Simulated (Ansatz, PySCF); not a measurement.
System: CF3, charge 0, doublet. CF3 (SMILES F[C](F)F, doublet).
B3LYP-D3(BJ)/def2-TZVP minimum from Ansatz (a first-principles code):
```xyz
4

C      0.0017    -0.0026     0.3251
F     -0.0171     1.2604    -0.0619
F      1.0990    -0.6148    -0.0830
F     -1.0831    -0.6438    -0.0717
```
Charge 0, spin multiplicity 2.

Total energies in hartree (Ansatz). UHF or UKS for unpaired electrons; spin-orbit terms are left out. Correlated methods leave the cores frozen. No relativity.

```tsv
species	HF/cc-pVTZ	CCSD(T)/cc-pVTZ	HF/cc-pVQZ	CCSD(T)/cc-pVQZ	CCSD(T)/cc-pVDZ	CCSDT(Q)/cc-pVDZ
1: CF3 (SMILES F[C](F)F, doublet)	-336.26346	-337.17295	-336.29109	-337.27925	-336.83424	-336.83638
2: C (triplet)	-37.69157	-37.78076	-37.69331	-37.78654	-37.76038	-37.76071
3: F (doublet)	-99.40552	-99.62036	-99.41377	-99.65026	-99.52757	-99.52776
```

Problem. Work out the enthalpy of formation at 298 K (by atomisation, with ideal-gas terms from PySCF's Hessian at B3LYP-D3(BJ)/def2-TZVP and the atoms' measured values of the G2/97 table; no spin-orbit terms) in kcal/mol: take Hartree-Fock from cc-pVQZ, extrapolate the CCSD(T) correlation energy as X^-3 (X = 3, 4), and add CCSDT(Q) - CCSD(T) in cc-pVDZ. The further terms named in the bracket sum to +0.37013 hartree. 1 hartree = 627.51 kcal/mol.

Solution. 
Species 1: correlation (64·(-0.98816) - 27·(-0.90949))/37 = -1.04557; step -0.00214; E1 = -336.29109 + (-1.04557) + (-0.00214) = -337.33880
Species 2: correlation (64·(-0.09323) - 27·(-0.08919))/37 = -0.09618; step -0.00033; E2 = -37.69331 + (-0.09618) + (-0.00033) = -37.78982
Species 3: correlation (64·(-0.23649) - 27·(-0.21484))/37 = -0.25229; step -0.00019; E3 = -99.41377 + (-0.25229) + (-0.00019) = -99.66625
+1·E1 -1·E2 -3·E3 +0.37013 = -0.18010 hartree = -113.0 kcal/mol. Measured: -111.9 kcal/mol, -468.2 kJ/mol (Active Thermochemical Tables 1.112 (ions: stationary electron), as tabulated in the package chemicals); atomic spin-orbit terms, which the calculations lack, would raise the computed values. The composite differs from it by -1.1 kcal/mol; core, relativistic and spin-orbit terms are not in it.
